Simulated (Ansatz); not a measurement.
**Si2HCl: single points off equilibrium**

How do the functionals fare away from a minimum? The structure is a structure displaced at random from a GFN2-xTB minimum.

The runs use Ansatz 0.2.0, Gaussian basis; single points in def2-TZVPP.

Correlated methods freeze the cores.

### Step 1. Starting geometry

SMILES `[SiH]#[Si]Cl`, 4 atoms, charge 0, spin multiplicity 1.

Atoms are counted from 1 here; the program's logs count them from 0.

Bond lengths: Si1–Si2 2.088 Å, Si1–H4 1.522 Å, Si2–Cl3 2.224 Å. Angles: Si2–Si1–H4 160.6°, Si1–Si2–Cl3 97.9°.

Geometry (Å):

```mol
ClHSi2
  3D, bonds by distance, orders not assigned

  4  3  0  0  0  0  0  0  0  0999 V2000
   -0.5325    0.0758   -0.7406 Si  0  0
    0.5773   -1.3131    0.3542 Si  0  0
    1.4572    0.0955    1.8340 Cl  0  0
   -1.3380    1.3216   -1.0808 H   0  0
  1  2  8  0
  1  4  8  0
  2  3  8  0
M  END
```

### Step 2. CCSD(T)/def2-TZVPP

run/in.yaml

```yaml
crystal:
  periodic: [false, false, false]
  atoms:
    - {symbol: Si, position_ang: [-0.532500, 0.075800, -0.740600]}
    - {symbol: Si, position_ang: [0.577300, -1.313100, 0.354200]}
    - {symbol: Cl, position_ang: [1.457200, 0.095500, 1.834000]}
    - {symbol: H, position_ang: [-1.338000, 1.321600, -1.080800]}
basis:
  gaussian: {orbitals: def2-TZVPP}
correlation: {method: ccsd_t}
output: {forces: true}
```

The command line of these runs was not kept.

### Step 3. PBE0-D4/def2-TZVPP

run/in.yaml: that of step 2 with these lines changed.

```diff
@@ -9,3 +9,3 @@
   gaussian: {orbitals: def2-TZVPP}
-correlation: {method: ccsd_t}
-output: {forces: true}
+hamiltonian: {xc: pbe0, dispersion: d4}
+output: {forces: true, orbitals: {seedname: orbitals}}
```

### Step 4. wB97M-V/def2-TZVPP

run/in.yaml: that of step 3 with these lines changed.

```diff
@@ -9,3 +9,3 @@
   gaussian: {orbitals: def2-TZVPP}
-hamiltonian: {xc: pbe0, dispersion: d4}
-output: {forces: true, orbitals: {seedname: orbitals}}
+hamiltonian: {xc: {name: wB97M-V}}
+output: {forces: true}
```

### Step 5. r2SCAN-D4/def2-TZVPP

run/in.yaml: that of step 4 with these lines changed.

```diff
@@ -9,3 +9,3 @@
   gaussian: {orbitals: def2-TZVPP}
-hamiltonian: {xc: {name: wB97M-V}}
+hamiltonian: {xc: r2scan, dispersion: d4}
 output: {forces: true}
```

### Step 6. PBE-D4/def2-TZVPP

run/in.yaml: that of step 5 with these lines changed.

```diff
@@ -9,3 +9,3 @@
   gaussian: {orbitals: def2-TZVPP}
-hamiltonian: {xc: r2scan, dispersion: d4}
+hamiltonian: {xc: pbe, dispersion: d4}
 output: {forces: true}
```

### Step 7. B97M-V/def2-TZVPP

run/in.yaml: that of step 6 with these lines changed.

```diff
@@ -9,3 +9,3 @@
   gaussian: {orbitals: def2-TZVPP}
-hamiltonian: {xc: pbe, dispersion: d4}
+hamiltonian: {xc: {name: B97M-V}}
 output: {forces: true}
```

### Step 8. SPW92/def2-TZVPP

run/in.yaml: that of step 7 with these lines changed.

```diff
@@ -9,3 +9,3 @@
   gaussian: {orbitals: def2-TZVPP}
-hamiltonian: {xc: {name: B97M-V}}
+hamiltonian: {xc: lda}
 output: {forces: true}
```

(Steps that only read results are left out.)

Q: Predict the outcome of this session. Wanted: energy less free atoms, CCSD(T)/def2-TZVPP; RMS force component; RMS force error; HOMO and LUMO, PBE0-D4; T1 diagnostic.

The runs gave:

| quantity | value |
| --- | --- |
| energy less free atoms, CCSD(T)/def2-TZVPP | -8.415 eV |
| RMS force component | 1.162 to 1.372 eV/Å over the methods |
| RMS force error | PBE0-D4 0.143, wB97M-V 0.117, r2SCAN-D4 0.148, PBE-D4 0.192, B97M-V 0.156, SPW92 0.291 eV/Å |
| HOMO and LUMO, PBE0-D4 | -6.30 and -4.21 eV |
| T1 diagnostic | 0.022 |

**Reading.** Against CCSD(T) the functionals' energies less atoms differ by -2.354 to -0.493 eV, PBE-D4 by -0.910 eV. A larger basis would deepen the CCSD(T) value, while the functionals are nearly converged already, so the order here is not reliable. On forces the order runs from wB97M-V to SPW92. Frozen-core CCSD(T) forces in triple zeta carry basis errors of their own, and this is one geometry, so small gaps rank nothing. The restricted Hartree–Fock reference is unstable towards an unrestricted one at one or more of these structures.
